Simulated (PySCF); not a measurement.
Species: sulfuryl chloride, Cl2O2S.
SMILES with atom numbers: `[O:1]=[S:2](=[O:3])([Cl:4])[Cl:5]`

Structure used (PBE0-D3(BJ)/def2-SVP), in Å, numbered top down from 1:
```
atom  x, y, z in Å
O1     1.1619   -0.1148   -1.1211
S2     0.2848   -0.0812    0.0155
O3     0.6710   -0.5201    1.3267
Cl4   -0.4551    1.8259    0.1862
Cl5   -1.4446   -1.0669   -0.4917
```

Method used: TDDFT CAM-B3LYP/def2-SVPD, vertical, gas phase, core orbitals frozen in the response in PySCF.

Kohn–Sham orbitals with the atoms that hold most of them (Löwdin shares over 4%, at most four atoms; ? is withheld):

```json
{"orbital": "HOMO-3", "ε (eV)": "-12.32", "atoms": "Cl5 26%, Cl4 26%, O1 19%, O3 19%"}
{"orbital": "HOMO-2", "ε (eV)": "-11.52", "atoms": "Cl5 45%, Cl4 45%, O1 6%"}
{"orbital": "HOMO-1", "ε (eV)": "-11.50", "atoms": "Cl4 37%, Cl5 30%, O3 17%, O1 14%"}
{"orbital": "HOMO", "ε (eV)": "-11.49", "atoms": "O3 27%, O1 26%, Cl5 26%, Cl4 19%"}
{"orbital": "LUMO", "ε (eV)": "-2.65", "atoms": "?"}
{"orbital": "LUMO+1", "ε (eV)": "-0.43", "atoms": "S2 32%, Cl4 19%, Cl5 19%, O1 15%"}
{"orbital": "LUMO+2", "ε (eV)": "0.60", "atoms": "S2 44%, Cl4 18%, Cl5 18%, O1 10%"}
```

Q: Give the leading atoms of the LUMO.

A: Cl5 (bonded to S) 30%; Cl4 (bonded to S) 30%; S2 (bonded to 2 Cl and 2 O) 24%; O1 (bonded to S) 8%. By element: chlorine 60%, sulfur 24%, oxygen 8% or more.

Q: How does S1 compare with the orbital gap of 8.84 eV?

A: S1 is at 4.86 eV (f = 0.0003), 3.99 eV below the gap, made of HOMO-2→LUMO (96%). Without the coupling terms of the response equations the lowest excitation would equal the gap.

Next come S2 at 4.87 eV (f 0.0000), HOMO-1→LUMO (95%); S3 at 4.96 eV (f 0.0020), HOMO→LUMO (96%); S4 at 6.07 eV (f 0.0039), HOMO-4→LUMO (70%), HOMO-6→LUMO (19%), HOMO-2→LUMO+1 (10%); S5 at 6.47 eV (f 0.201), HOMO-3→LUMO (93%).

Löwdin shares depend on the basis, the more so with diffuse functions.
